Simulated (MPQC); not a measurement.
**One shape, several levels: AlH5O (Al(H2O)H3)**

Wanted: a comparison of 6 runs (HF/STO-3G, HF/def2-SVP, HF/def2-SVPD, PBE0/STO-3G, PBE0/def2-SVP, MP2/6-31+G*) of AlH5O (Al(H2O)H3). 

The calculation is run with MPQC 2.3.1.

### 1 The structure to begin with

The species is AlH5O (7 atoms), meant as a singlet with charge 0. As SMILES, `[H][Al]([H])([H])<-[OH2]`. The shape comes from GFN2-xTB, which is rough for such elements, and wasn't checked as a minimum.

Bond lengths: Al1–O2 1.891 Å, O2–H3 0.965 Å, O2–H4 0.964 Å, Al1–H5 1.572 Å, Al1–H6 1.570 Å, Al1–H7 1.574 Å. Angles: Al1–O2–H3 124.8°, Al1–O2–H4 123.3°, O2–Al1–H5 95.5°, O2–Al1–H6 100.8°, O2–Al1–H7 95.1°, H3–O2–H4 111.4°, H5–Al1–H6 117.6°, H5–Al1–H7 120.1°, H6–Al1–H7 117.8°.

### 2 Energy and gradient at HF/STO-3G (run 1)

Contents of job.in:

```
% emacs should use -*- KeyVal -*- mode
molecule<Molecule>: (
  symmetry = c1
  unit = bohr
  { atoms geometry } = {
    Al [ 0.07213085 -0.11963856 -1.65917954 ]
    O  [ -0.04712977 0.07201746 1.90684704 ]
    H  [ -1.38838178 -0.60371081 2.94009260 ]
    H  [ 1.11108337 1.07370459 2.89371872 ]
    H  [ 3.03716783 -0.07579691 -1.84888914 ]
    H  [ -1.39034710 2.35418301 -2.39906401 ]
    H  [ -1.39452339 -2.70075878 -1.83352567 ]
  }
)
basis<GaussianBasisSet>: (
  name = "STO-3G"
  molecule = $:molecule
  basisdir = "."
  puream = yes
)
mpqc: (
  checkpoint = no
  savestate = no
  restart = no
  do_energy = yes
  do_gradient = yes
  optimize = no
  mole<CLHF>: (
    molecule = $:molecule
    basis = $:basis
    total_charge = 0
    memory = 1000000000
    print_evals = yes
    print_npa = yes
    maxiter = 120
    value_accuracy = 1e-08
    guess_wavefunction<CLHF>: (
      molecule = $:molecule
      total_charge = 0
      memory = 1000000000
      value_accuracy = 1e-3
      basis<GaussianBasisSet>: (
        name = "STO-2G"
        molecule = $:molecule
      )
    )
  )
)
```

The basis set STO-3G is read from a file made from the Basis Set Exchange's data (not shown).

Run with:

```console
mpqc job.in > job.out
```

The program printed:

```text
MPQC: Massively Parallel Quantum Chemistry
[...]
  LUMO is    14   A =   0.433589
  total scf energy = -315.7381566463
[...]
Value of the MolecularEnergy: -315.7381566463
  Gradient of the MolecularEnergy:
      1   -0.0002774532
      2    0.0026959618
      3    0.0054404650
      4   -0.0026404411
      5    0.0042285307
      6    0.0310334181
      7    0.0071820005
      8    0.0009143574
      9   -0.0147818859
     10   -0.0043209922
     11   -0.0068878607
     12   -0.0160272097
[...]
      symmetry = c1
[...]
```

Run time: 0.28 s. Hardware: 1 thread of Arm Neoverse N1, shared host.

### 3 Energy and forces at HF/def2-SVP (run 2)

Contents of mol.in:

```
molecule<Molecule>: (
  symmetry = c1
  unit = bohr
  { atoms geometry } = {
    Al [ 0.07213085    -0.11963856    -1.65917954 ]
    O  [ -0.04712977     0.07201746     1.90684704 ]
    H  [ -1.38838178    -0.60371081     2.94009260 ]
    H  [ 1.11108337     1.07370459     2.89371872 ]
    H  [ 3.03716783    -0.07579691    -1.84888914 ]
    H  [ -1.39034710     2.35418301    -2.39906401 ]
    H  [ -1.39452339    -2.70075878    -1.83352567 ]
  }
)
basis<GaussianBasisSet>: (
  name = "def2-SVP"
  molecule = $:molecule
  basisdir = "."
  puream = yes
)
mpqc: (
  checkpoint = no
  savestate = no
  restart = no
  do_energy = yes
  do_gradient = yes
  optimize = no
  mole<CLHF>: (
    molecule = $:molecule
    basis = $:basis
    total_charge = 0
    memory = 1000000000
    print_evals = yes
    print_npa = yes
    maxiter = 120
    value_accuracy = 1e-08
    guess_wavefunction<CLHF>: (
      molecule = $:molecule
      total_charge = 0
      memory = 1000000000
      value_accuracy = 1e-3
      basis<GaussianBasisSet>: (
        name = "3-21G"
        molecule = $:molecule
      )
    )
  )
)
```

The basis set def2-SVP is read from a file made from the Basis Set Exchange's data (not shown).

Run with:

```console
mpqc mol.in > mol.out
```

The program printed:

```text
MPQC: Massively Parallel Quantum Chemistry
[...]
  LUMO is    14   A =   0.102094
  total scf energy = -319.5476936379
[...]
Value of the MolecularEnergy: -319.5476936379
  Gradient of the MolecularEnergy:
      1   -0.0001652089
      2    0.0017633743
      3    0.0131269451
      4    0.0022451125
      5   -0.0041202500
      6   -0.0436988977
      7   -0.0137207762
      8   -0.0075858153
      9    0.0088454184
     10    0.0121507470
     11    0.0097573889
     12    0.0072148346
[...]
      symmetry = c1
[...]
```

Wall time 5.4 s (1 thread of Arm Neoverse N1, shared host); peak memory 0.17 GiB.

Runs 3 to 4 aren't shown in full; the table further down has their settings and results.

### 4 Energy and gradient at PBE0/def2-SVP (run 5)

Contents of input.in:

```
% AlH5O
molecule<Molecule>: (
  symmetry = c1
  unit = angstrom
  { atoms geometry } = {
    Al [ 0.038170    -0.063310    -0.878000 ]
    O  [ -0.024940     0.038110     1.009060 ]
    H  [ -0.734700    -0.319470     1.555830 ]
    H  [ 0.587960     0.568180     1.531290 ]
    H  [ 1.607200    -0.040110    -0.978390 ]
    H  [ -0.735740     1.245780    -1.269530 ]
    H  [ -0.737950    -1.429180    -0.970260 ]
  }
)
basis<GaussianBasisSet>: (
  name = "def2-SVP"
  molecule = $:molecule
  basisdir = "."
  puream = yes
)
mpqc: (
  checkpoint = no
  savestate = no
  restart = no
  do_energy = yes
  do_gradient = yes
  optimize = no
  mole<CLKS>: (
    molecule = $:molecule
    basis = $:basis
    total_charge = 0
    memory = 1000000000
    print_evals = yes
    print_npa = yes
    maxiter = 120
    value_accuracy = 1e-08
    functional<SumDenFunctional>: (
      a0 = 0.25
      coefs = [ 0.75 1 ]
      funcs: [ <PBEXFunctional>: () <PBECFunctional>: () ]
    )
    integrator<RadialAngularIntegrator>: ( grid = xfine )
    guess_wavefunction<CLHF>: (
      molecule = $:molecule
      total_charge = 0
      memory = 1000000000
      value_accuracy = 1e-3
      basis<GaussianBasisSet>: (
        name = "3-21G"
        molecule = $:molecule
      )
    )
  )
)
```

The basis set def2-SVP is read from a file made from the Basis Set Exchange's data (not shown).

Run with:

```console
mpqc -o input.out input.in
```

The program printed:

```text
MPQC: Massively Parallel Quantum Chemistry
[...]
  Integrated electron density error = 0.001861502831
  iter     1 energy = -320.2427333763 delta = 1.41172e-01
  Integrated electron density error = -0.000054628734
  iter     2 energy = -320.3050185874 delta = 1.38433e-02
[...]
  Integrated electron density error = -0.000000901365
  iter     8 energy = -320.3061895777 delta = 1.72352e-06
  Integrated electron density error = -0.000000901326
  iter     9 energy = -320.3061895777 delta = 3.12022e-07
  Integrated electron density error = -0.000000901326
  iter    10 energy = -320.3061895777 delta = 3.72963e-08
[...]
  LUMO is    14   A =  -0.010129
  total scf energy = -320.3061895777
[...]
  Integrated electron density error = -0.000000911184
  Total Gradient:
[...]
Value of the MolecularEnergy: -320.3061895777
  Gradient of the MolecularEnergy:
      1    0.0001030361
      2    0.0011497460
      3    0.0127662430
      4    0.0000279643
      5    0.0000590057
      6   -0.0218585558
      7   -0.0011040910
      8   -0.0014753062
      9   -0.0008741995
     10    0.0014023673
     11    0.0001872497
     12   -0.0020390820
[...]
        symmetry = c1
[...]
```

It took 48 s on 1 thread of Arm Neoverse N1, shared host; peak memory 0.17 GiB.

### 5 Energy and gradient at MP2/6-31+G(d) (spherical functions) (run 6)

Contents of job.in:

```
% AlH5O
molecule<Molecule>: (
    symmetry = c1
    unit = angstrom
    { atoms geometry } = {
        Al [ 0.038170    -0.063310    -0.878000 ]
        O  [ -0.024940     0.038110     1.009060 ]
        H  [ -0.734700    -0.319470     1.555830 ]
        H  [ 0.587960     0.568180     1.531290 ]
        H  [ 1.607200    -0.040110    -0.978390 ]
        H  [ -0.735740     1.245780    -1.269530 ]
        H  [ -0.737950    -1.429180    -0.970260 ]
    }
)
basis<GaussianBasisSet>: (
    name = "6-31+G*"
    molecule = $:molecule
    basisdir = "."
    puream = yes
)
mpqc: (
    checkpoint = no
    savestate = no
    restart = no
    do_energy = yes
    do_gradient = yes
    optimize = no
    mole<MBPT2>: (
        molecule = $:molecule
        basis = $:basis
        memory = 1000000000
        method = mp
        nfzc = 6
        reference<CLHF>: (
            molecule = $:molecule
            basis = $:basis
            total_charge = 0
            memory = 1000000000
            print_evals = yes
            maxiter = 120
            value_accuracy = 1e-08
            guess_wavefunction<CLHF>: (
                molecule = $:molecule
                total_charge = 0
                memory = 1000000000
                value_accuracy = 1e-3
                basis<GaussianBasisSet>: (
                    name = "STO-2G"
                    molecule = $:molecule
                )
            )
        )
    )
)
```

The basis set 6-31+G* is read from a file made from the Basis Set Exchange's data (not shown).

Run with:

```console
mpqc job.in > job.out
```

The program printed:

```text
MPQC: Massively Parallel Quantum Chemistry
[...]
  LUMO is    14   A =   0.036286
  total scf energy = -319.6558998010
[...]
  MP2 correlation energy [au]:         -0.246563396321
  MP2 energy [au]:                   -319.902463197317
[...]
Value of the MolecularEnergy: -319.9024631973
  Gradient of the MolecularEnergy:
      1   -0.0000911228
      2    0.0016321218
      3    0.0195951857
      4   -0.0009666636
      5    0.0016245973
      6   -0.0187763716
      7    0.0059917545
      8    0.0020021491
      9   -0.0058479291
     10   -0.0046011885
     11   -0.0051153825
     12   -0.0068602494
[...]
        symmetry = c1
[...]
```

Run time: 15 s. Hardware: 1 thread of Arm Neoverse N1, shared host; peak memory 0.22 GiB.

### 6 Overview of the runs

| run | level | starting guess | integration grid | energy (Eh) | HOMO energy (eV) | LUMO energy (eV) | HOMO–LUMO gap (eV) | wall time |
| --- | --- | --- | --- | --- | --- | --- | --- | --- |
| 1 | HF/STO-3G | STO-2G | – | -315.738157 | -7.76 | 11.80 | 19.56 | 0.28 s |
| 2 | HF/def2-SVP | 3-21G | – | -319.547694 | -10.50 | 2.78 | 13.28 | 5.4 s |
| 3 | HF/def2-SVPD | STO-3G | – | -319.555081 | -10.53 | 1.20 | 11.73 | 23 s |
| 4 | PBE0/STO-3G | 3-21G | xfine | -316.452817 | -4.22 | 6.22 | 10.44 | 12 s |
| 5 | PBE0/def2-SVP | 3-21G | xfine | -320.306190 | -7.27 | -0.28 | 6.99 | 48 s |
| 6 | MP2/6-31+G* (spherical functions) | STO-2G | – | -319.902463 | -10.49 | 0.99 | 11.47 | 15 s |

### 7 Results

```
                                          quantity          value
                               run 6: total energy  -319.90246 Eh
        run 6: HOMO energy (Hartree–Fock orbitals)      -10.49 eV
        run 6: LUMO energy (Hartree–Fock orbitals)        0.99 eV
      run 6: HOMO–LUMO gap (Hartree–Fock orbitals)       11.47 eV
run 6: correlation energy (6 core orbitals frozen)     -246.6 mEh
                   run 6: largest force on an atom     1.011 eV/Å
```

What this shows: Over runs 1, 2, 3, 4, 5 the HOMO–LUMO gap runs from 6.99 eV (PBE0/def2-SVP) to 19.56 eV (HF/STO-3G). The two ends differ in method and basis. In runs 1, 4 the basis is minimal, so the values are rough. All runs together took 1.7 min, the longest 48 s.
